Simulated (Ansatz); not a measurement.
**HAl–AlH, singlet: the ladder up to full CI**

Geometry: a point of a stretch scan, not a stationary point.

```xyz
4

Al    0.0000   -0.2077    1.2677
Al    0.0000    0.0993   -1.3491
H     0.0000    4.0994    4.5016
H     0.0000   -1.1981   -2.3232
```

Basis 6-31G; Ansatz 0.2.0. Correlated methods freeze the noble-gas cores, which leaves 8 electrons in 20 orbitals. R marks a restricted (for open shells ROHF) determinant, U an unrestricted one. Active spaces: valence = (8e, 10o) chosen from the atoms' valence shells.

Full CI is exact within this basis and frozen core; it isn't the basis-set limit. The frozen core follows each run's orbitals, which can shift R against U totals by a few meV.

Unrestricted rows (U) aren't spin-pure: their determinants' ⟨S²⟩ exceeds S(S+1) by up to 1.00, so they mix in states of higher spin. Coupled cluster chose its determinant by trial CCSD, here up to 0.40 eV above the lowest Hartree–Fock solution of its kind, and MP2 stands on that determinant too.

The UHF ⟨S²⟩ is 1.260. The ⟨S²⟩ of the determinant under UCCSD is 1.003, the T1 diagnostic (RCCSD) is 0.1410 and the largest doubles amplitude (RCCSD) is 1.030.

Question: From what is known of these methods and the diagnostics, rank them by the size of their error in total energy against full CI in 6-31G, smallest first (an estimate: the text doesn't fix the numbers).
A. UMP2
B. UCCSDT
C. CASSCF (valence space)
D. UCCSD
E. NEVPT2 (valence space)

Answer: B (9 meV), D (121 meV), E (169 meV), C (531 meV), A (916 meV).

All errors are against full CI in 6-31G. With T1 at 0.141 and a doubles amplitude of 1.03 one determinant is a poor start. Within each family the higher level lies nearer, as is usual though not guaranteed.

The restricted determinant belongs to another symmetry than the lowest state (A''); the lowest full-CI state of the determinant's symmetry (A') lies 0.040 eV higher, and methods that keep that symmetry describe that state.

The full-CI state has the irrep A'' of Cs, in the program's axes.

Its occupations show that no single determinant describes this state well.

Natural occupations of full CI about the gap: 1.961 1.936 1.811 1.000 0.963 0.141 0.063 0.047 0.029 0.020; effectively unpaired electrons, Σ n²(2−n)², 2.23.
